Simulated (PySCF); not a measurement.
# PO: from the state search to spectroscopic constants

One job finds the state of PO, follows it along the bond with each method and fits the curves.

Method: P def2-SVP, O def2-SVP, no relativity; program: PySCF 2.14.0.

### Step 1. Input

A driver script around PySCF takes these settings:

```yaml
atoms: P, O
charge: 0
basis: P def2-SVP, O def2-SVP
Hamiltonian: no relativity
basis_functions: 32
electrons_treated: 23
masses_in_u: 30.9738, 15.9949
levels: PBE0, PBE, r²SCAN, PW91, B2PLYP, BP86, HF, MP2, SCS-MP2, CCSD, CCSD(T)
grid: 80 radial by 434 angular points
occupations: held fixed by the projection of orbital angular momentum
dissociation_limit: P + O, each in its ground configuration
starting_distance_in_angstrom: 1.665
values_of_2S_to_try: 1, 3, 5
```

On the command line:

```sh
$ OMP_NUM_THREADS=1 python dia.py task.json out
```

The runs that follow: PBE0 along the bond; Other states along the same grid; PBE (GGA); r²SCAN (meta-GGA); PW91 (GGA); B2PLYP (double hybrid); BP86; ROHF; MP2 and coupled cluster.

Before running it: what results should come out? Wanted: for each run, Re; ωe; De; μ.

**Answer**, as computed:

Lowest PBE0 solution found, without spin–orbit coupling: ²Π (doublet), unpaired electrons π ↑. State 2 has its PBE0 minimum 2.97 eV higher. The other levels ran on the lowest alone.

| level | Re (Å) | ωe (cm⁻¹) | De (eV) | μ (D) |
| --- | --- | --- | --- | --- |
| ROHF | 1.456 | 1422 | 2.06 | -2.67 |
| ROHF-MP2 | 1.514 | 1179 | 5.40 | n/a |
| ROHF-SCS-MP2 | 1.510 | 1194 | 5.24 | n/a |
| ROHF-CCSD | 1.497 | 1251 | 4.71 | n/a |
| ROHF-CCSD(T) | 1.509 | 1193 | 4.98 | n/a |
| PBE | 1.517 | 1181 | 6.32 | -1.85 |
| PW91 | 1.515 | 1183 | 6.36 | -1.87 |
| BP86 | 1.518 | 1176 | 6.36 | -1.87 |
| r²SCAN | 1.502 | 1229 | 5.72 | -1.97 |
| PBE0 | 1.493 | 1270 | 5.58 | -2.08 |
| B2PLYP | 1.507 | 1190 | 5.67 | -2.43 |

De is counted to P + O in their ground configurations. A positive dipole means P(−)O(+).

The methods spread over 0.061 Å in bond length, from ROHF to BP86. Of the levels with a De here, ROHF gives the least (2.06 eV) and BP86 the most (6.36 eV).

Correlated steps freeze 6 core orbitals. B2PLYP dipoles, levels and charges come from its SCF part alone. T1 is 0.030 near the minimum (highest on the curve 0.053), which may point to more than one leading configuration.
